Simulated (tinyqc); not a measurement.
Worked calculation: extended Hueckel theory, for HF. One step of it, computed by the program tinyqc.

Question. Mulliken analysis. P = C n C^T; charge = valence electrons (H 1, F 7) minus the sum of (P S)_ii on the atom; overlap population = 2 sum P_ij S_ij between two atoms.

coefficients:
```
              MO1        MO2       MO3        MO4        MO5
1F 2s    0.912444  -0.138820  0.000000   0.000000  -0.666877
1F 2px   0.000000   0.000000  0.000923   1.000000   0.000000
1F 2py   0.000000   0.000000  1.000000  -0.000923   0.000000
1F 2pz  -0.036035   0.912670  0.000000   0.000000  -0.607502
2H 1s    0.173380   0.197929  0.000000   0.000000   1.196093
```

occupations: 2.000000  2.000000  2.000000  2.000000  0.000000

overlap S:
```
           1F 2s    1F 2px    1F 2py    1F 2pz     2H 1s
1F 2s   1.000000  0.000000  0.000000  0.000000  0.444653
1F 2px  0.000000  1.000000  0.000000  0.000000  0.000000
1F 2py  0.000000  0.000000  1.000000  0.000000  0.000000
1F 2pz  0.000000  0.000000  0.000000  1.000000  0.368186
2H 1s   0.444653  0.000000  0.000000  0.368186  1.000000
```

Give: charges; Overlap populations.

Answer.

charges: 1F -0.617, 2H 0.617

Overlap populations:

| pair | value |
|---|---|
| 2-1 | 0.489346 |
